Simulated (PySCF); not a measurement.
PySCF input (BP86/def2-SVP):

```python
from pyscf import gto, dft

mol = gto.M(
    atom='''
    C    -0.01075073    0.64443952   -0.00020773
    C     1.14148505   -0.05703999    0.00113003
    F    -1.11822560   -0.31777191   -0.00099264
    H     1.19675056   -1.15149369    0.00151889
    H     2.08287389    0.48704365    0.00188105
    ''',
    basis='def2-svp',
    charge=-1,
    spin=0,
    verbose=4,
)

mf = dft.RKS(mol, xc='bp86')
mf.grids.level = 3
mf.conv_tol = 1e-9
mf.max_cycle = 100
mf.max_memory = 1500
mf.kernel()
if not mf.converged:
    mf = mf.newton()
    mf.kernel(mf.make_rdm1())
mf.dip_moment()
```

From the last part of the output:

```
[INPUT]  5 H      2.082873890000   0.487043650000   0.001881050000 AA    3.936061204107   0.920379109209   0.003554669327 Bohr   0.0

nuclear repulsion = 58.6216483456947
number of shells = 24
number of NR pGTOs = 86
number of NR cGTOs = 52
basis = def2-svp
ecp = {}

******** <class 'pyscf.dft.rks.RKS'> ********
method = RKS
initial guess = minao
damping factor = 0
level_shift factor = 0
DIIS = <class 'pyscf.scf.diis.CDIIS'>
diis_start_cycle = 1
diis_space = 8
diis_damp = 0
SCF conv_tol = 1e-09
SCF conv_tol_grad = None
SCF max_cycles = 100
direct_scf = True
direct_scf_tol = 1e-13
XC library pyscf.dft.libxc version 7.1.2
    S. Lehtola, C. Steigemann, M. J. T. Oliveira, and M. A. L. Marques,  SoftwareX 7, 1–5 (2018)
XC functionals = bp86
    A. D. Becke,  Phys. Rev. A 38, 3098 (1988)
    J. P. Perdew,  Phys. Rev. B 33, 8822 (1986)
    J. P. Perdew,  Phys. Rev. B 34, 7406–7406 (1986)
radial grids:
    Treutler-Ahlrichs [JCP 102, 346 (1995); DOI:10.1063/1.469408] (M4) radial grids

becke partition: Becke, JCP 88, 2547 (1988); DOI:10.1063/1.454033
pruning grids: <function nwchem_prune>
grids dens level: 3
symmetrized grids: False
atomic radii adjust function: <function treutler_atomic_radii_adjust>
small_rho_cutoff = 0
Set gradient conv threshold to 3.16228e-05
Initial guess from minao.
tot grids = 62120
init E= -177.052054267869
  HOMO = -0.253792838661959  LUMO = -0.0689090917449495  gap/eV = 5.03094
cycle= 1 E= -176.934377604626  delta_E= 0.118  |g|= 0.637  |ddm|= 2.37
  HOMO = 0.189336573199843  LUMO = 0.307519398768693  gap/eV = 3.21592
cycle= 2 E= -176.819802782541  delta_E= 0.115  |g|= 1.03  |ddm|= 3.34
  HOMO = 0.103275937374907  LUMO = 0.262694447985328  gap/eV = 4.33800
cycle= 3 E= -177.022257574772  delta_E= -0.202  |g|= 0.196  |ddm|= 2.26
  HOMO = 0.0909365386844878  LUMO = 0.246592426136972  gap/eV = 4.23561
cycle= 4 E= -177.030670575269  delta_E= -0.00841  |g|= 0.0487  |ddm|= 0.228
  HOMO = 0.0868849446664015  LUMO = 0.246608845437271  gap/eV = 4.34631
cycle= 5 E= -177.030950706506  delta_E= -0.00028  |g|= 0.0326  |ddm|= 0.0869
  HOMO = 0.0903253402332749  LUMO = 0.248499691879918  gap/eV = 4.30414
cycle= 6 E= -177.031244148694  delta_E= -0.000293  |g|= 0.00623  |ddm|= 0.063
  HOMO = 0.0897184470822645  LUMO = 0.248004312019133  gap/eV = 4.30718
cycle= 7 E= -177.031255479156  delta_E= -1.13e-05  |g|= 0.000595  |ddm|= 0.0131
  HOMO = 0.0897054077637365  LUMO = 0.247981619897584  gap/eV = 4.30692
cycle= 8 E= -177.031255566427  delta_E= -8.73e-08  |g|= 0.000121  |ddm|= 0.00126
  HOMO = 0.089682073541133  LUMO = 0.247958732670843  gap/eV = 4.30693
cycle= 9 E= -177.031255568007  delta_E= -1.58e-09  |g|= 1.28e-05  |ddm|= 0.000245
  HOMO = 0.0896791912236323  LUMO = 0.247957116762467  gap/eV = 4.30696
cycle= 10 E= -177.031255568051  delta_E= -4.36e-11  |g|= 2.79e-06  |ddm|= 4.2e-05
  HOMO = 0.0896798175367559  LUMO = 0.247957406357076  gap/eV = 4.30695
Extra cycle  E= -177.031255568049  delta_E= 1.71e-12  |g|= 4.24e-06  |ddm|= 1.8e-05
converged SCF energy = -177.031255568049

WARN: System has nonzero charge -1; the dipole moment is origin-dependent.
Location of origin: [0. 0. 0.]

Dipole moment(X, Y, Z, Debye): -0.00837, -2.00205,  0.00060
```

The dipole moment of an ion depends on the origin.
